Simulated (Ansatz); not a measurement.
```yaml
crystal:
  periodic: [false, false, false]
  atoms:
    - {symbol: Zr, position_ang: [0.000000, 0.000000, 0.000000]}
    - {symbol: S, position_ang: [0.000000, 0.000000, 2.500000]}
basis:
  gaussian: {orbitals: def2-TZVP}
total_charge: 1
magnetization: {spin_polarized: true, initial_magnetization: 1}
hamiltonian: {xc: pbe0}
relax: {f_tol: 0.004, max_steps: 80}
```

```sh
$ ansatz run in.yaml --threads 1 --pin off --events-out ev --progress --plain --max-ram 2176MiB
```

Steps of the relaxation (energy above the last step; positions in Å, forces in eV/Å):

```
2
step 1, 1169.2 meV
Zr    0.000    0.000    0.000    0.000    0.000    4.730
S     0.000    0.000    2.500    0.000    0.000   -4.730
```

```
2
step 2, 14.4 meV
Zr    0.000    0.000    0.195    0.000    0.000   -0.968
S     0.000    0.000    2.305    0.000    0.000    0.968
```

```
2
step 3, 3.0 meV
Zr    0.000    0.000    0.173    0.000    0.000    0.414
S     0.000    0.000    2.327    0.000    0.000   -0.414
```

```
2
step 5, 0.0 meV
Zr    0.000    0.000    0.180    0.000    0.000    0.000
S     0.000    0.000    2.320    0.000    0.000    0.000
```

Close pairs at the end: Zr1–S2 2.140 Å.

A stationary point of unrestricted PBE0 after 5 steps, with ⟨S²⟩ = 0.767 against 0.75 for a pure state. 17 s on 1 thread of AMD EPYC 9R45, shared host.
